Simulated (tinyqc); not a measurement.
Orbital energy against energy difference: ionisation energy by orbital energies and by energy differences in the 6-31g basis, for H2O, spin multiplicity 1. Computed by the program tinyqc with PySCF. The cation is unrestricted; errors are against CCSD(T) in this basis, not against experiment.

Geometry (angstrom):
```
atom       x        y       z
O     0.0000   0.0000  0.0000
H     0.0000   0.7090  0.5590
H     0.0000  -0.7090  0.5590
```

CCSD(T) difference in the same basis = 12.0956 eV

IP-EOM-CCSD = 11.8664 eV

First vertical ionisation energy (eV):
```
method     -e(HOMO)  E(cation) - E  error of -e(HOMO)  error of the difference
HF           13.749       11.21216              1.654                   -0.883
LDA           6.406       12.95399             -5.690                    0.858
PBE           6.318       12.62571             -5.777                    0.530
B3LYP         8.071       12.68604             -4.024                    0.590
PBE0          8.440       12.57080             -3.656                    0.475
CAM-B3LYP     9.968       12.68032             -2.128                    0.585
LC-wPBE      11.412       12.71679             -0.683                    0.621
```

What does the comparison show, and why?

Koopmans errs by +1.65 eV and Delta-HF by -0.88 eV: relaxation, 2.54 eV, lowers the value and the missing correlation difference works against it. The PBE level is off by -5.8 eV through the wrong tail of its potential, though its energy difference is off by +0.53 eV; exact exchange deepens the level, and among the orbital energies LC-wPBE comes closest; among the differences PBE0 does.
